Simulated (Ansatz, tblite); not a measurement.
Isomers of Si$_{3}$H$_{2}$⁻ (doublet), found by a short tight-binding search and relaxed with B3LYP-D4/def2-TZVPD in Ansatz.

The xTB rows come from tblite. Correlated methods freeze 15 core orbitals.

Run but left out: HF/def2-TZVPPD (A: a determinant that CCSD turns far, T1 0.051); MP2/def2-TZVPPD (A: ⟨S²⟩ 1.00, where a pure state has 0.75).

A: At PBE-D4/def2-TZVPD, r2SCAN-D4/def2-TZVPD the highest occupied level of the charge -1 doublet lies above zero (up to 0.49 eV). By energy differences its removal costs 1.94 eV (vertical, to the charge 0 singlet, at PBE-D4/def2-TZVPD); a positive level beside a positive removal energy at the same level points to self-interaction error. At CCSD(T)/def2-TZVPPD T1 of the charge -1 doublet is large (up to 0.051), so the single-reference result is doubtful. At CCSD(T)/def2-TZVPPD the charge -1 doublet is spin-contaminated (final ⟨S²⟩ up to 1.00, 0.75 for a pure state). B: At r2SCAN0-D4/def2-TZVPD, CCSD(T)/def2-TZVPPD the charge -1 doublet is spin-contaminated (final ⟨S²⟩ up to 1.28, 0.75 for a pure state). At CCSD(T)/def2-TZVPPD T1 of the charge -1 doublet is large (up to 0.067), so the single-reference result is doubtful.

Other spin states were run for one of them alone.

A:

```xyz
5

Si    0.433   -0.555    0.781
Si   -1.353    0.744    1.072
Si    0.255    1.065   -0.748
H    -0.214    0.713   -2.162
H     0.879   -1.967    1.057
```

B:

```csv
atom,x (Å),y (Å),z (Å)
Si1,-1.2849,-1.2364,-1.3676
Si2,1.1018,1.9378,0.3037
Si3,-0.0208,0.0648,-0.0887
H4,-1.8167,-2.0688,-0.1980
H5,2.0206,1.3025,1.3506
```

Question: Estimate which lies lowest at each level, and how far above it the others are (kJ/mol).

Answer: 
| level | A | B |
| --- | --- | --- |
| GFN1-xTB | 0.0 | 7.2 |
| GFN2-xTB | 48.3 | 0.0 |
| PBE-D4/def2-TZVPD | 0.0 | 33.2 |
| r2SCAN-D4/def2-TZVPD | 0.0 | 37.9 |
| r2SCANh-D4/def2-TZVPD | 0.0 | 41.7 |
| PBE0-D4/def2-TZVPD | 0.0 | 45.5 |
| r2SCAN0-D4/def2-TZVPD | 0.0 | 46.8 |
| CCSD/def2-TZVPPD | 0.0 | 37.5 |
| CCSD(T)/def2-TZVPPD | 0.0 | 36.9 |
Point groups (tolerance 0.1 Å): A not assigned, B C2. Lower isomers may exist.
